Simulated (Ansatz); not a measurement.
Relaxation of CH8OSi (11 atoms, charge 0, multiplicity 1), to a largest force component of 0.03 eV/Å in at most 50 steps.

All numbers below come from Ansatz 0.2.0, RKS B3LYP-D4/6-31G*.

```xyz
11
Properties=species:S:1:pos:R:3:forces:R:3
Si 0.059 -0.445 -0.470 -0.05 0.27 -0.42
O 0.295 -0.049 2.377 0.28 -0.63 -0.08
C -0.962 -0.201 3.022 0.03 0.00 0.04
H -1.696 -0.712 2.384 -0.06 -0.02 -0.01
H -0.877 -0.743 3.976 0.00 0.01 -0.03
H -1.328 0.807 3.228 -0.04 0.04 0.02
H 1.186 0.512 -0.399 0.02 0.01 0.03
H -1.230 0.196 -0.127 -0.03 -0.01 0.05
H -0.039 -0.939 -1.874 0.00 -0.02 0.01
H 0.315 -1.612 0.389 0.02 -0.36 -0.01
H 0.603 -0.947 2.111 -0.17 0.71 0.41
```

Question: Where does it end, and by what steps?

Answer: The forces met the threshold. The force dipped under the threshold on the way, but the program's further checks kept it going. After 13 steps the energy has fallen by 0.083 eV; H11 moved furthest, 0.48 Å.

| step | energy less start (eV) | largest force component (eV/Å) | accepted |
| --- | --- | --- | --- |
| 0 | 0.0000 | 0.710 | yes |
| 1 | -0.0637 | 0.331 | yes |
| 2 | 0.0307 | 1.008 | no |
| 3 | -0.0717 | 0.239 | yes |
| 4 | -0.0761 | 0.127 | yes |
| 5 | -0.0781 | 0.059 | yes |
| 6 | -0.0795 | 0.008 | yes |
| 7 | -0.0637 | 0.563 | no |
| 8 | -0.0807 | 0.079 | yes |
| 9 | -0.0812 | 0.082 | yes |
| 10 | -0.0818 | 0.054 | yes |
| 11 | -0.0823 | 0.024 | yes |
| 12 | -0.0824 | 0.062 | yes |
| 13 | -0.0826 | 0.030 | yes |

```xyz
11
Properties=species:S:1:pos:R:3
Si 0.035 -0.434 -0.567
O 0.318 -0.095 2.435
C -0.969 -0.213 3.028
H -1.583 -0.991 2.549
H -0.910 -0.419 4.107
H -1.467 0.751 2.886
H 1.240 0.405 -0.365
H -1.190 0.240 -0.073
H -0.129 -0.679 -2.030
H 0.199 -1.759 0.089
H 0.780 -0.938 2.557
```

Whether the end is a true minimum wasn't checked by a vibrational analysis.

Run time: 19 s on 1 thread of Intel(R) Xeon(R) 6975P-C (Granite Rapids), with other jobs on the host, peak memory 0.15 GiB.
